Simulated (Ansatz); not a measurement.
# HNOS: a ladder of functionals and wavefunction methods

How much do the methods differ for HNOS? The plan is to run it at one geometry with functionals of several rungs and with coupled cluster, and see how far each lands from CCSD(T) at the basis-set limit for the atomisation energy.

Program: Ansatz 0.2.0, Gaussian basis. Level of theory: functionals in def2-TZVPP, the program's frozen cores in correlated methods. These are calculated values, not measurements.

The runs, in order: LDA (SPW92), PBE-D4, revPBE-D4, BLYP-D4, r2SCAN-D4, B97M-V, PBE0-D4, B3LYP-D4, r2SCANh-D4, r2SCAN0-D4, HSE06-D4, BHLYP-D4, CAM-B3LYP-D4, LC-ωPBE, ωB97X-V, ωB97M-V, B2PLYP, PBE-QIDH; CCSD(T)/def2-SVP; CCSD(T)/def2-TZVPP; CCSD(T)/def2-QZVPP; extrapolation to the limit; RPA on PBE.

### 1 The relaxed structure

All runs share one geometry, relaxed beforehand with PBE0-D4 in a triple-zeta def2 set.

SMILES `N=S=O`, 4 atoms, charge 0, spin multiplicity 1.

Atoms are counted from 1 here; the program's logs count them from 0.

Bond lengths: N1–S2 1.505 Å, N1–H4 1.021 Å, S2–O3 1.449 Å. Angles: S2–N1–H4 117.0°, N1–S2–O3 120.2°.

### 2 LDA

This LDA is Slater exchange with PW92 correlation.

File in.yaml:

```yaml
crystal:
  periodic: [false, false, false]
  atoms:
    - {symbol: N, position_ang: [0.415937, 0.839564, -0.290704]}
    - {symbol: S, position_ang: [0.620591, -0.509230, 0.344193]}
    - {symbol: O, position_ang: [-0.501693, -1.407013, 0.524985]}
    - {symbol: H, position_ang: [-0.534835, 1.076688, -0.578463]}
basis:
  gaussian: {orbitals: def2-TZVPP}
hamiltonian: {xc: lda}
output: {orbitals: {seedname: orbitals}}
```

The run is started by

```sh
$ ansatz run in.yaml --threads 2 --pin off --events-out ev --progress --plain --max-ram 32768MiB --backend cpu
```

Further steps of the session: PBE-D4 (GGA); revPBE-D4 (GGA); BLYP-D4 (GGA); r2SCAN-D4 (meta-GGA); B97M-V (meta-GGA); B3LYP-D4 (hybrid); r2SCANh-D4 (hybrid); r2SCAN0-D4 (hybrid); HSE06-D4 (hybrid); BHLYP-D4 (hybrid); CAM-B3LYP-D4 (range-separated); LC-ωPBE (range-separated); ωB97X-V (range-separated); ωB97M-V (range-separated); B2PLYP (double hybrid); PBE-QIDH (double hybrid); CCSD(T) in def2-SVP; CCSD(T) in def2-TZVPP; CCSD(T) in def2-QZVPP; RPA on PBE orbitals.

Q: Predict the results of all the runs planned. Wanted: atomisation energy, CCSD(T)/CBS; farthest beyond LDA; mean size of error, GGA; mean size of error, meta-GGA; mean size of error, hybrid; mean size of error, range-separated; mean size of error, double hybrid; gap, smallest and largest; T1 diagnostic.

The runs gave:

```
                               quantity                                      value
        atomisation energy, CCSD(T)/CBS                              1293.1 kJ/mol
  functionals within 6.5 kJ/mol (0.5 %)       PBE0-D4, B3LYP-D4, HSE06-D4, ωB97X-V
                    farthest beyond LDA                   BHLYP-D4 (-140.0 kJ/mol)
                mean size of error, GGA                                71.1 kJ/mol
           mean size of error, meta-GGA                                10.2 kJ/mol
             mean size of error, hybrid                                41.3 kJ/mol
    mean size of error, range-separated                                10.4 kJ/mol
      mean size of error, double hybrid                                27.6 kJ/mol
              gap, smallest and largest  3.79 eV (LDA (SPW92)), 11.46 eV (LC-ωPBE)
                          T1 diagnostic                                     0.0201
triples share of the correlation energy                                      5.0 %
```

LDA overbinds by 350.6 kJ/mol (27 %). PBE-D4 is off by +107.7 kJ/mol. Double hybrids carry the basis error of their MP2 part in triple zeta, and no dispersion term here, so their miss is partly the set-up's. By mean error the best rung here is meta-GGA (10.2 kJ/mol) and the worst beyond LDA is GGA (71.1 kJ/mol). The gap between the best rungs is small, so their order is not settled. The reference freezes the cores and leaves out relativity and excitations past (T), so misses under about 6.5 kJ/mol can't be ranked. Hartree-Fock recovers 45 % of the binding; the rest is correlation. CCSD(T) in def2-SVP is off by -242.9 kJ/mol, more than most functionals: a good method in a small basis is no reference. The gap grows from 3.8 to 11.5 eV across the functionals, mostly with the share of exact exchange. T1 = 0.020 passes the customary mark of 0.02 by a little. The restricted reference is unstable towards a spin-broken one.
